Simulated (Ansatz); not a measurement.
## Structure relaxation of BaY

Method: Ansatz, DFT PBE, scalar-relativistic, plane waves, PAW. Cutoff 420 eV, Γ-centred k mesh, Gaussian smearing, no spin polarisation in the final step.

BaY was placed on the NaTl (B32) structure type (Fd-3m, No. 227), with Ba in place of Na, Y in place of Tl, at a guessed volume.

```xyz
4
Lattice="0.0000 4.1055 4.1055 4.1055 0.0000 4.1055 4.1055 4.1055 0.0000" Properties=species:S:1:pos:R:3 pbc="T T T"
Ba    4.1055    4.1055    4.1055
Ba    6.1583    6.1583    6.1583
Y     0.0000    0.0000    0.0000
Y     2.0528    2.0528    2.0528
```

Cell and atoms relax at zero pressure; the relaxation can't lower the symmetry of the start. After a coarse first stage the cell is made exact in the group found at 0.06 Å.

The zero of energy is the elements' standard structures at the same level; no fitted shifts are applied.

Describe the relaxed structure.

It keeps Fd-3m (No. 227). The result has the NaTl (B32) structure. Conventional cell: a = 8.835 Å. Around Ba lie 4 Ba at 3.83 Å, 4 Y at 3.83 Å and 6 Y at 4.42 Å; Y has 4 Ba at 3.83 Å, 4 Y at 3.83 Å and 6 Ba at 4.42 Å.

```xyz
4
Lattice="0.0000 4.4176 4.4176 4.4176 0.0000 4.4176 4.4176 4.4176 0.0000" Properties=species:S:1:pos:R:3 pbc="T T T"
Ba    4.4176    4.4176    4.4176
Ba    6.6264    6.6264    6.6264
Y     0.0000    0.0000    0.0000
Y     2.2088    2.2088    2.2088
```

What are its volume, energy, density and gap?

The volume per atom is 43.11 Å³. The density is 4.36 g/cm³, the energy over the elements is 0.29 eV/atom and the gap on the 10×10×10 mesh is 0 eV (a metal).

The final run used a 10×10×10 mesh on its 4-atom cell and 0.10 eV smearing. For metals, differences of a few meV/atom aren't resolved. Symmetry constrained the relaxation, so the result can be a saddle point. The steps took about 70 core-seconds in all.